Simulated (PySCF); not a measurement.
He: ionisation energy

He 1s2 (1S) → He⁺ 1s1 (2S), as a difference of total energies. All numbers are calculated (PySCF 2.14, the spin-free X2C one-electron Hamiltonian (Gaussian nucleus), in x2c-TZVPall (3s1p, 6 functions)). Correlated levels: valence: nothing frozen. The calculations carry no spin-orbit coupling.

```json
{"method": "UHF", "ionisation energy (eV)": "23.449", "error (eV)": "-1.138"}
{"method": "M06-2X", "ionisation energy (eV)": "24.677", "error (eV)": "+0.090"}
{"method": "LDA", "ionisation energy (eV)": "24.283", "error (eV)": "-0.304"}
{"method": "MP2 (valence)", "ionisation energy (eV)": "24.176", "error (eV)": "-0.411"}
{"method": "SCS-MP2 (valence)", "ionisation energy (eV)": "24.321", "error (eV)": "-0.266"}
{"method": "CCSD (valence)", "ionisation energy (eV)": "24.349", "error (eV)": "-0.238"}
```

Reference: 24.587 eV (measured; NIST Atomic Spectra Database, ionization energies).

Errors of the correlated levels include the incompleteness of this basis.

With two correlated electrons CCSD is exact in that space.
